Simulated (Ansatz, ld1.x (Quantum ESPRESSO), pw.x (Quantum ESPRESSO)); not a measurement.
**What a changed setting does to a pw.x run (bcc Al)**

Potential: ultrasoft, ld1.x (Quantum ESPRESSO) 7.5, LDA (PW92); core [Ne], reference 3s2 3p1; waves: 3s (bound): rcut 1.75, rcutus 2.15 bohr; 3s channel at 1.15 Ry: rcut 1.75, rcutus 2.15 bohr; 3p (bound): rcut 1.70, rcutus 2.20 bohr; 3p channel at 0.2 Ry: rcut 1.70, rcutus 2.20 bohr; 3d channel at 0.35 Ry: rcut 2.25, rcutus 2.55 bohr; 3d channel at 1.65 Ry: rcut 2.25, rcutus 2.55 bohr; local part: all-electron potential smoothed inside 1.75 bohr (lloc = -2); core correction: a·sin(br)/r model core inside 2.15 bohr; augmentation: PSQ, inside the norm-conserving radii.

The reference run (k-mesh 14³, cutoffs 40/320 Ry, Fermi–Dirac 0.01 Ry, mixing_beta 0.4, conv_thr 1e-9, no spin) gives 0.08 GPa at 16.222 Å³/atom, where all-electron LAPW gives 0.10 GPa. This run, with its own iteration cap, changes mixing_ndim to 16.

```
&control
  calculation='scf', prefix='x', pseudo_dir='./', outdir='./tmp', tstress=.true., disk_io='none'
/
&system
  ibrav=0, nat=1, ntyp=1, ecutwfc=40, ecutrho=320, nbnd=8,
  occupations='smearing', smearing='fd', degauss=0.01
/
&electrons
  conv_thr=1e-09, mixing_beta=0.4, electron_maxstep=60, mixing_ndim=16
/
ATOMIC_SPECIES
Al 1.0 Al.UPF
CELL_PARAMETERS angstrom
  -1.59470909 1.59470909 1.59470909
  1.59470909 -1.59470909 1.59470909
  1.59470909 1.59470909 -1.59470909
ATOMIC_POSITIONS crystal
Al 0.0000 0.0000 0.0000
K_POINTS automatic
14 14 14 0 0 0
```

```bash
pw.x < Al.scf.in > Al.scf.out
```

Q: How does the run end?

A: It converges in 6 iterations; the free energy moves by +0.0 meV/atom and the pressure by +0.00 GPa. The result is that of the reference run.

```
Message from routine setup:
     using ibrav=0 with symmetry is DISCOURAGED, use correct ibrav instead
     lattice parameter (alat)  =       5.2196  a.u.
     unit-cell volume          =     109.4715 (a.u.)^3
     number of electrons       =         3.00
     number of Kohn-Sham states=            8
     kinetic-energy cutoff     =      40.0000  Ry
     charge density cutoff     =     320.0000  Ry
     scf convergence threshold =      1.0E-09
     Exchange-correlation= PW
     number of k points=   104  Fermi-Dirac smearing, width (Ry)=  0.0100
     iteration #  1     ecut=    40.00 Ry     beta= 0.40
     total energy              =      -4.23485106 Ry
     estimated scf accuracy    <       0.00424236 Ry
     iteration #  2     ecut=    40.00 Ry     beta= 0.40
     total energy              =      -4.23471235 Ry
     estimated scf accuracy    <       0.00142016 Ry
     iteration #  3     ecut=    40.00 Ry     beta= 0.40
     total energy              =      -4.23473208 Ry
     estimated scf accuracy    <       0.00000105 Ry
     iteration #  4     ecut=    40.00 Ry     beta= 0.40
     total energy              =      -4.23473218 Ry
     estimated scf accuracy    <       0.00000009 Ry
     iteration #  5     ecut=    40.00 Ry     beta= 0.40
     total energy              =      -4.23473218 Ry
     estimated scf accuracy    <       0.00000001 Ry
     iteration #  6     ecut=    40.00 Ry     beta= 0.40
     the Fermi energy is     7.8639 ev
!    total energy              =      -4.23473218 Ry
     estimated scf accuracy    <          3.8E-11 Ry
     smearing contrib. (-TS)   =      -0.00171772 Ry
     The total energy is F=E-TS. E is the sum of the following terms:
     one-electron contribution =       2.86494881 Ry
     hartree contribution      =       0.00278154 Ry
     xc contribution           =      -1.66646381 Ry
     ewald contribution        =      -5.43428101 Ry
     convergence has been achieved in   6 iterations
          total   stress  (Ry/bohr**3)                   (kbar)     P=        0.80
     Message from routine punch:
     Nothing written, as per user request (disk_io='none')
```

The run took about 5.9 s on one core of a shared host (Intel(R) Xeon(R) Platinum 8375C CPU @ 2.90GHz, 96 threads, 744 GiB, load 45).
